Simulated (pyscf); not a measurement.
`[CH3][NH2]` + `[CH3][In]` [singlet] → `[CH3][In]([CH3])[NH2]`, an insertion (singlet surface; C–N broken, C–In, In–N formed). Single points on ωB97X-D3(BJ)/def2-SVP structures (PySCF, gas phase). Energies in kJ/mol from the separated reactants.

Small-basis levels: PySCF, no dispersion term, spherical d functions. AM1 to PM7: differences of heats of formation from MOPAC. GFN2-xTB: tblite. Cost: rough CPU time at the saddle relative to B3LYP/6-31G*+LANL2DZ, from one job on a shared machine.

```json
[
 {"level": "HF/6-31G*+LANL2DZ", "barrier": "354.7", "reaction energy": "-56.6", "cost": "0.10"},
 {"level": "SVWN5/6-31G*+LANL2DZ", "barrier": "152.8", "reaction energy": "-108.1", "cost": "0.9"},
 {"level": "B3LYP/LANL2DZ", "barrier": "173.2", "reaction energy": "-149.8", "cost": "0.9"},
 {"level": "B3LYP/6-31G*+LANL2DZ", "barrier": "207.3", "reaction energy": "-95.5", "cost": "1"},
 {"level": "B3LYP/6-311+G**+LANL2DZ", "barrier": "207.5", "reaction energy": "-98.8", "cost": "1"},
 {"level": "B3LYP/def2-SVP", "barrier": "243.6", "reaction energy": "-24.3", "cost": "1"},
 {"level": "GFN2-xTB", "barrier": "228.0", "reaction energy": "+59.4", "cost": "under 0.02"},
 {"level": "AM1", "barrier": "284.0", "reaction energy": "+58.1", "cost": "under 0.02"},
 {"level": "PM6", "barrier": "327.6", "reaction energy": "+16.5", "cost": "under 0.02"},
 {"level": "ωB97M-D3(BJ)/def2-TZVP", "barrier": "256.3", "reaction energy": "-64.8", "cost": "–"}
]
```

Against the last row the barrier runs from -103.6 (SVWN5/6-31G*+LANL2DZ) to +98.3 kJ/mol (HF/6-31G*+LANL2DZ). ωB97M-D3(BJ)/def2-TZVP has limits of its own. On the reactant side the descent ends in a bound adduct, 53.3 kJ/mol under the separated species and 306.2 kJ/mol under the saddle at ωB97X-D3(BJ)/def2-TZVP. From the product side, CH₃• + [H₃C–In–NH₂]• lies, by one bond made or cut, 39.8 kJ/mol under this saddle at ωB97M-D3(BJ). One saddle was located; it need not be the lowest between these sides. One closed-shell reference is unstable to symmetry breaking; treat the single-reference values with care. Elements past Kr carry the def2 core potentials, without spin-orbit coupling.
